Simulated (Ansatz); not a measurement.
# AlH₄+ (singlet): from Hartree-Fock to the top rungs at distance Al1–H5 = 1.882 Å, cc-pVDZ

The task here is to estimate one member of a computed series from the others.

Computed with Ansatz 0.2.0, Gaussian basis. Level: cc-pVDZ, core rule «outside noble gas», up to 5 orbitals frozen.

To be run: UHF; CCSD(T) on RHF; BCCD(T) on RHF; CISD; CCSDT(Q) on RHF; CASSCF and MRCISD+Q, 2 electrons in 2 orbitals; CASSCF and NEVPT2, 2 electrons in 2 orbitals; Full CI.

47 further runs of the same task are left out: 33 for a known fault of the program, 9 that didn't finish, 5 set aside as unsound or not needed.

**The geometry**

The geometry derives from a PBE0/def2-TZVP stationary point (not a proven minimum). One bond is set to the value named and the two fragments are kept rigid.

5 atoms, charge 1, spin multiplicity 1.

Atoms are counted from 1 here; the program's logs count them from 0.

Bond lengths: Al1–H4 1.552 Å, Al1–H5 1.882 Å, H2–H3 0.770 Å. Angles: H4–Al1–H5 164.0°.

Set-up of the first run:

in.yaml reads:

```yaml
crystal:
  periodic: [false, false, false]
  atoms:
    - {symbol: Al, position_ang: [0.000000, 0.010619, -0.117126]}
    - {symbol: H, position_ang: [0.000000, -0.374174, 1.923924]}
    - {symbol: H, position_ang: [0.000000, 0.395412, 1.923924]}
    - {symbol: H, position_ang: [-0.000002, 1.547554, -0.333277]}
    - {symbol: H, position_ang: [0.000002, -1.853041, -0.379228]}
basis:
  gaussian: {orbitals: cc-pVDZ}
total_charge: 1
magnetization: {spin_polarized: true, initial_magnetization: 0}
hamiltonian: {xc: hf}
output: {orbitals: {seedname: orbitals}}
```

Run with:

```bash
ansatz run in.yaml --threads 1 --pin off --events-out ev --progress --plain --max-ram 2393MiB
```

Steps of the session up to this table: UHF; CCSD(T) on RHF; BCCD(T) on RHF; CISD; CCSDT(Q) on RHF; CASSCF and MRCISD+Q, 2 electrons in 2 orbitals; CASSCF and NEVPT2, 2 electrons in 2 orbitals; Full CI.

One table of the session follows, with a row left open; its other results are not shown here.

It belongs to the step «Misses and costs». 

| method | from FCI (meV) |
| --- | --- |
| RHF | +2990.9 |
| RMP2 | +783.0 |
| CISD | +164.2 |
| RCCSD | +43.6 |
| RCCSD(T) | ? |
| BCCD(T) | +12.2 |
| RCCSDT | +1.4 |
| RCCSDT(Q) | +0.4 |
| CASSCF pair | +2390.4 |
| NEVPT2 pair | +668.4 |
| MRCISD pair | +95.3 |
| MRCISD+Q pair | -23.9 |
| FCI | 0 |

**Question.** Estimate the row for RCCSD(T).

**Answer.** from FCI (meV): +12.6. In the column «from FCI (meV)» it lies between BCCD(T) (+12.2) and RCCSD (+43.6).

Limits of these values: MRCISD+Q pair falls below full CI: the +Q correction isn't variational, and the cores differ from full CI's.
